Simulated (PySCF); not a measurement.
# SO2F2: NMR shifts at several levels of theory, part 2 of 2

PySCF 2.14.0. Atoms count from 0. The steps go on from the part before.

**10. Shielding tensors: KT3/pcSseg-2**

Job settings and geometry (Å):

```
{"job": {"kind": "nmr", "xc": "KT3", "basis": "pcSseg-2", "pop": false}, "charge": 0, "multiplicity": 1}
O      0.888682    -0.628035    -1.060122
S      0.149425    -0.085218     0.029165
O      0.519555    -0.150889     1.402767
F     -1.338066    -0.587779    -0.101419
F     -0.188644     1.416057    -0.309418
```

Method: GIAO KT3/pcSseg-2 NMR shielding, non-relativistic, gas phase.

What it wrote:

```text
coarse grid: 5968 points
cycle   1  E = -755.1967120304  dE =  1.528e+00  |g| = 1.411e+00  |ddm| = 2.175e+00
cycle   2  E = -753.7310097769  dE =  1.466e+00  |g| = 3.188e+00  |ddm| = 2.467e+00
cycle   3  E = -755.4887931616  dE = -1.758e+00  |g| = 4.948e-01  |ddm| = 1.947e+00
cycle   4  E = -755.5211133527  dE = -3.232e-02  |g| = 2.368e-01  |ddm| = 3.390e-01
cycle   5  E = -755.5298734855  dE = -8.760e-03  |g| = 4.749e-02  |ddm| = 1.174e-01
cycle   6  E = -755.5302971323  dE = -4.236e-04  |g| = 7.812e-03  |ddm| = 3.438e-02
cycle   7  E = -755.5303094881  dE = -1.236e-05  |g| = 1.166e-03  |ddm| = 5.391e-03
cycle   8  E = -755.5303093812  dE =  1.069e-07  |g| = 1.336e-03  |ddm| = 1.141e-03
final grid: 57376 points
cycle   9  E = -755.5525593307  dE = -2.484e-04  |g| = 3.650e-02  |ddm| = 4.231e-02
cycle  10  E = -755.5515870674  dE =  9.723e-04  |g| = 8.327e-02  |ddm| = 5.222e-02
cycle  11  E = -755.5527463476  dE = -1.159e-03  |g| = 8.205e-03  |ddm| = 4.147e-02
cycle  12  E = -755.5527579721  dE = -1.162e-05  |g| = 2.496e-03  |ddm| = 5.291e-03
cycle  13  E = -755.5527588305  dE = -8.584e-07  |g| = 7.002e-04  |ddm| = 1.303e-03
cycle  14  E = -755.5527589126  dE = -8.211e-08  |g| = 2.526e-04  |ddm| = 4.870e-04
cycle  15  E = -755.5527589244  dE = -1.179e-08  |g| = 3.325e-05  |ddm| = 1.373e-04
cycle  16  E = -755.5527589246  dE = -1.855e-10  |g| = 5.511e-06  |ddm| = 1.831e-05
converged SCF energy = -755.5527589246

GIAO shielding tensors (ppm)
atom      isotropic    diamagn.    paramagn.     s11        s22        s33       span
  0 O       87.497     393.898    -306.401     23.698     63.817    174.974    151.276
  1 S      209.393    1049.813    -840.420     34.079     68.012    526.088    492.009
  2 O       87.455     393.933    -306.478     23.554     63.698    175.112    151.558
  3 F       98.238     472.023    -373.785    -31.863    -17.301    343.879    375.741
  4 F       98.085     472.030    -373.945    -32.139    -17.561    343.955    376.094
```

Run time: 15 s. Hardware: 1 thread of Arm Neoverse V1, shared host; peak memory 0.75 GiB.

This run: δ O0 236.3, S1 317, F3 48.8 ppm (means over like atoms).

**11. Shielding tensors: B97-D/pcSseg-2**

Job settings and geometry (Å):

```
{"job": {"kind": "nmr", "xc": "B97-D", "basis": "pcSseg-2", "pop": false}, "charge": 0, "multiplicity": 1}
O      0.888682    -0.628035    -1.060122
S      0.149425    -0.085218     0.029165
O      0.519555    -0.150889     1.402767
F     -1.338066    -0.587779    -0.101419
F     -0.188644     1.416057    -0.309418
```

Level: GIAO B97-D/pcSseg-2 NMR shielding, non-relativistic, gas phase.

What it wrote:

```text
coarse grid: 5968 points
cycle   1  E = -747.9962863687  dE =  1.514e+00  |g| = 1.389e+00  |ddm| = 2.200e+00
cycle   2  E = -746.3947754176  dE =  1.602e+00  |g| = 3.306e+00  |ddm| = 2.550e+00
cycle   3  E = -748.2726649655  dE = -1.878e+00  |g| = 5.071e-01  |ddm| = 2.027e+00
cycle   4  E = -748.3057569409  dE = -3.309e-02  |g| = 2.415e-01  |ddm| = 3.322e-01
cycle   5  E = -748.3144404699  dE = -8.684e-03  |g| = 4.599e-02  |ddm| = 1.136e-01
cycle   6  E = -748.3148129774  dE = -3.725e-04  |g| = 9.801e-03  |ddm| = 3.164e-02
cycle   7  E = -748.3148317243  dE = -1.875e-05  |g| = 1.396e-03  |ddm| = 6.263e-03
cycle   8  E = -748.3148314908  dE =  2.335e-07  |g| = 1.757e-03  |ddm| = 1.453e-03
final grid: 57376 points
cycle   9  E = -748.3126576374  dE = -5.179e-05  |g| = 2.229e-02  |ddm| = 2.080e-02
cycle  10  E = -748.3123893690  dE =  2.683e-04  |g| = 4.646e-02  |ddm| = 2.694e-02
cycle  11  E = -748.3127170701  dE = -3.277e-04  |g| = 6.611e-03  |ddm| = 2.155e-02
cycle  12  E = -748.3127243655  dE = -7.295e-06  |g| = 2.124e-03  |ddm| = 4.124e-03
cycle  13  E = -748.3127250236  dE = -6.581e-07  |g| = 5.793e-04  |ddm| = 1.236e-03
cycle  14  E = -748.3127250789  dE = -5.526e-08  |g| = 1.755e-04  |ddm| = 3.518e-04
cycle  15  E = -748.3127250845  dE = -5.595e-09  |g| = 2.538e-05  |ddm| = 1.182e-04
cycle  16  E = -748.3127250846  dE = -1.141e-10  |g| = 3.604e-06  |ddm| = 1.542e-05
converged SCF energy = -748.3127250846

GIAO shielding tensors (ppm)
atom      isotropic    diamagn.    paramagn.     s11        s22        s33       span
  0 O       84.931     393.084    -308.154     20.587     60.624    173.582    152.995
  1 S      170.463    1048.414    -877.951    -15.134     21.750    504.773    519.907
  2 O       84.892     393.119    -308.227     20.442     60.508    173.726    153.284
  3 F       97.509     471.141    -373.632    -32.461    -18.124    343.113    375.574
  4 F       97.362     471.148    -373.786    -32.732    -18.374    343.192    375.924
```

Run time: 15 s. Hardware: 1 thread of Arm Neoverse V1, shared host; peak memory 0.75 GiB.

In short: δ O0 240.3, S1 333, F3 56.7 ppm (means over like atoms).

**12. Nuclear shieldings: B3LYP/pcSseg-2**

Job settings and geometry (Å):

```
{"job": {"kind": "nmr", "xc": "B3LYP", "basis": "pcSseg-2", "pop": false}, "charge": 0, "multiplicity": 1}
O      0.888682    -0.628035    -1.060122
S      0.149425    -0.085218     0.029165
O      0.519555    -0.150889     1.402767
F     -1.338066    -0.587779    -0.101419
F     -0.188644     1.416057    -0.309418
```

With the program's defaults for keys left out, this is: GIAO B3LYP/pcSseg-2 NMR shielding, non-relativistic, gas phase.

What it wrote:

```text
coarse grid: 5968 points
cycle   1  E = -748.2089524634  dE =  1.544e+00  |g| = 1.342e+00  |ddm| = 2.177e+00
cycle   2  E = -747.2973151286  dE =  9.116e-01  |g| = 2.701e+00  |ddm| = 2.126e+00
cycle   3  E = -748.4887830806  dE = -1.191e+00  |g| = 2.901e-01  |ddm| = 1.533e+00
cycle   4  E = -748.4991126733  dE = -1.033e-02  |g| = 1.421e-01  |ddm| = 1.789e-01
cycle   5  E = -748.5020287829  dE = -2.916e-03  |g| = 1.624e-02  |ddm| = 5.646e-02
cycle   6  E = -748.5020758855  dE = -4.710e-05  |g| = 4.242e-03  |ddm| = 1.219e-02
cycle   7  E = -748.5020790700  dE = -3.185e-06  |g| = 3.462e-04  |ddm| = 2.225e-03
final grid: 57376 points
cycle   8  E = -748.4926018717  dE = -1.583e-05  |g| = 2.971e-03  |ddm| = 9.203e-03
cycle   9  E = -748.4925996144  dE =  2.257e-06  |g| = 4.949e-03  |ddm| = 2.988e-03
cycle  10  E = -748.4926030843  dE = -3.470e-06  |g| = 4.632e-04  |ddm| = 1.961e-03
cycle  11  E = -748.4926031042  dE = -1.999e-08  |g| = 3.077e-04  |ddm| = 3.509e-04
cycle  12  E = -748.4926031198  dE = -1.559e-08  |g| = 5.659e-05  |ddm| = 1.708e-04
cycle  13  E = -748.4926031203  dE = -4.661e-10  |g| = 2.359e-05  |ddm| = 3.746e-05
converged SCF energy = -748.4926031203

GIAO shielding tensors (ppm)
atom      isotropic    diamagn.    paramagn.     s11        s22        s33       span
  0 O       86.625     392.526    -305.901     21.834     63.957    174.084    152.250
  1 S      149.434    1045.912    -896.477    -38.507     -4.335    491.145    529.652
  2 O       86.583     392.559    -305.976     21.685     63.840    174.225    152.540
  3 F      101.381     470.723    -369.342    -29.090    -15.270    348.502    377.593
  4 F      101.234     470.729    -369.494    -29.360    -15.519    348.582    377.942
```

It took 11 s on 1 thread of Arm Neoverse V1, shared host; peak memory 0.9 GiB.

Key values: δ O0 239.2, S1 343, F3 68.4 ppm (means over like atoms).

**13. NMR shieldings: PBE0/pcSseg-2**

Job settings and geometry (Å):

```
{"job": {"kind": "nmr", "xc": "PBE0", "basis": "pcSseg-2", "pop": false}, "charge": 0, "multiplicity": 1}
O      0.888682    -0.628035    -1.060122
S      0.149425    -0.085218     0.029165
O      0.519555    -0.150889     1.402767
F     -1.338066    -0.587779    -0.101419
F     -0.188644     1.416057    -0.309418
```

Method: GIAO PBE0/pcSseg-2 NMR shielding, non-relativistic, gas phase.

What it wrote:

```text
coarse grid: 5968 points
cycle   1  E = -747.7523853026  dE =  1.522e+00  |g| = 1.238e+00  |ddm| = 2.166e+00
cycle   2  E = -747.1168412098  dE =  6.355e-01  |g| = 2.320e+00  |ddm| = 1.853e+00
cycle   3  E = -747.9968480310  dE = -8.800e-01  |g| = 2.249e-01  |ddm| = 1.290e+00
cycle   4  E = -748.0033475016  dE = -6.499e-03  |g| = 1.031e-01  |ddm| = 1.366e-01
cycle   5  E = -748.0049057297  dE = -1.558e-03  |g| = 8.784e-03  |ddm| = 4.018e-02
cycle   6  E = -748.0049198738  dE = -1.414e-05  |g| = 2.674e-03  |ddm| = 7.191e-03
cycle   7  E = -748.0049210653  dE = -1.191e-06  |g| = 3.038e-04  |ddm| = 1.378e-03
final grid: 57376 points
cycle   8  E = -748.0013490427  dE = -3.593e-05  |g| = 4.686e-03  |ddm| = 1.479e-02
cycle   9  E = -748.0013450365  dE =  4.006e-06  |g| = 6.583e-03  |ddm| = 4.911e-03
cycle  10  E = -748.0013519406  dE = -6.904e-06  |g| = 1.404e-03  |ddm| = 3.451e-03
cycle  11  E = -748.0013522515  dE = -3.109e-07  |g| = 1.539e-04  |ddm| = 7.770e-04
cycle  12  E = -748.0013522536  dE = -2.127e-09  |g| = 1.169e-04  |ddm| = 1.184e-04
cycle  13  E = -748.0013522557  dE = -2.063e-09  |g| = 1.714e-05  |ddm| = 5.747e-05
cycle  14  E = -748.0013522557  dE = -1.978e-11  |g| = 1.256e-05  |ddm| = 1.327e-05
converged SCF energy = -748.0013522557

GIAO shielding tensors (ppm)
atom      isotropic    diamagn.    paramagn.     s11        s22        s33       span
  0 O       91.702     392.259    -300.557     28.548     71.947    174.609    146.061
  1 S      167.727    1046.474    -878.747    -15.912     17.151    501.941    517.853
  2 O       91.663     392.292    -300.629     28.405     71.841    174.744    146.339
  3 F      105.566     469.908    -364.342    -23.771     -8.242    348.710    372.482
  4 F      105.427     469.914    -364.487    -24.032     -8.482    348.795    372.827
```

Run time: 12 s. Hardware: 1 thread of Arm Neoverse V1, shared host; peak memory 1.1 GiB.

This run: δ O0 236.5, S1 335, F3 70.3 ppm (means over like atoms).

**14. NMR shieldings: mPW1PW91/pcSseg-2**

Job settings and geometry (Å):

```
{"job": {"kind": "nmr", "xc": "mPW1PW91", "basis": "pcSseg-2", "pop": false}, "charge": 0, "multiplicity": 1}
O      0.888682    -0.628035    -1.060122
S      0.149425    -0.085218     0.029165
O      0.519555    -0.150889     1.402767
F     -1.338066    -0.587779    -0.101419
F     -0.188644     1.416057    -0.309418
```

With the program's defaults for keys left out, this is: GIAO mPW1PW91/pcSseg-2 NMR shielding, non-relativistic, gas phase.

What it wrote:

```text
coarse grid: 5968 points
cycle   1  E = -748.1523674153  dE =  1.528e+00  |g| = 1.262e+00  |ddm| = 2.167e+00
cycle   2  E = -747.4944661369  dE =  6.579e-01  |g| = 2.362e+00  |ddm| = 1.879e+00
cycle   3  E = -748.4054336631  dE = -9.110e-01  |g| = 2.300e-01  |ddm| = 1.312e+00
cycle   4  E = -748.4121653653  dE = -6.732e-03  |g| = 1.068e-01  |ddm| = 1.401e-01
cycle   5  E = -748.4138324009  dE = -1.667e-03  |g| = 9.890e-03  |ddm| = 4.186e-02
cycle   6  E = -748.4138499665  dE = -1.757e-05  |g| = 2.810e-03  |ddm| = 7.822e-03
cycle   7  E = -748.4138512899  dE = -1.323e-06  |g| = 3.076e-04  |ddm| = 1.434e-03
final grid: 57376 points
cycle   8  E = -748.4089973098  dE = -2.621e-05  |g| = 2.841e-03  |ddm| = 1.236e-02
cycle   9  E = -748.4089969803  dE =  3.294e-07  |g| = 2.899e-03  |ddm| = 2.546e-03
cycle  10  E = -748.4089981571  dE = -1.177e-06  |g| = 1.094e-03  |ddm| = 1.695e-03
cycle  11  E = -748.4089983444  dE = -1.874e-07  |g| = 1.271e-04  |ddm| = 5.427e-04
cycle  12  E = -748.4089983459  dE = -1.439e-09  |g| = 9.774e-05  |ddm| = 1.073e-04
cycle  13  E = -748.4089983474  dE = -1.496e-09  |g| = 1.659e-05  |ddm| = 4.934e-05
cycle  14  E = -748.4089983474  dE = -2.501e-11  |g| = 1.096e-05  |ddm| = 1.284e-05
converged SCF energy = -748.4089983474

GIAO shielding tensors (ppm)
atom      isotropic    diamagn.    paramagn.     s11        s22        s33       span
  0 O       90.554     392.372    -301.817     26.799     70.566    174.298    147.499
  1 S      163.885    1046.510    -882.625    -20.612     12.236    500.031    520.643
  2 O       90.515     392.405    -301.890     26.654     70.457    174.434    147.781
  3 F      105.690     470.025    -364.336    -24.120     -8.448    349.637    373.758
  4 F      105.551     470.032    -364.481    -24.382     -8.688    349.721    374.103
```

It took 11 s on 1 thread of Arm Neoverse V1, shared host; peak memory 1.1 GiB.

In short: δ O0 236.6, S1 335, F3 71.6 ppm (means over like atoms).

**15. Run by run: NMR shifts**

Shifts (ppm), means over like atoms, with basis size and wall time:

| run | O0 | S1 | F3 | functions | time |
| --- | --- | --- | --- | --- | --- |
| HF/pcSseg-2 | 192.6 | 336 | 83.8 | 187 | 5.3 s |
| LDA/pcSseg-2 | 264.1 | 341 | 61.7 | 187 | 12 s |
| PBE/pcSseg-2 | 248.8 | 331 | 55.9 | 187 | 14 s |
| BLYP/pcSseg-2 | 248.3 | 340 | 56.1 | 187 | 15 s |
| BP86/pcSseg-2 | 247.5 | 332 | 56.3 | 187 | 15 s |
| OPBE/pcSseg-2 | 239.9 | 314 | 56.4 | 187 | 15 s |
| KT2/pcSseg-2 | 242.5 | 323 | 46.3 | 187 | 15 s |
| KT3/pcSseg-2 | 236.3 | 317 | 48.8 | 187 | 15 s |
| B97-D/pcSseg-2 | 240.3 | 333 | 56.7 | 187 | 15 s |
| B3LYP/pcSseg-2 | 239.2 | 343 | 68.4 | 187 | 11 s |
| PBE0/pcSseg-2 | 236.5 | 335 | 70.3 | 187 | 12 s |
| mPW1PW91/pcSseg-2 | 236.6 | 335 | 71.6 | 187 | 11 s |

**16. Results**

This closing draws on all 2 parts.

```
                                                               quantity                 value
                                                            point group                   C2v
                                   rotational constants (main isotopes)  4.93, 4.87, 4.84 GHz
  17O shifts against H2O (HF/pcSseg-2, means over atoms taken as alike)             192.6 ppm
                                   33S shifts against CS2 (HF/pcSseg-2)               336 ppm
19F shifts against CFCl3 (HF/pcSseg-2, means over atoms taken as alike)              83.8 ppm
                                               range of the shift of O0    192.6 to 264.1 ppm
```

**Reading.** Single values in the summary come from the first run of each kind that ended normally (HF/pcSseg-2), which need not be the best level. Over 6 steps the energy fell by 0.073 eV; of the close pairs, S1–O2 changed most, 1.397 to 1.424 Å. No frequency check was run at this level, so the end point may be a saddle. At HF/pcSseg-2: The widest tensor belongs to S1: span 493 ppm, with a paramagnetic part of -856 ppm. Across the 12 runs the shift of O0 (with its like atoms) moves most, between 192.6 (HF/pcSseg-2) and 264.1 ppm (LDA/pcSseg-2).
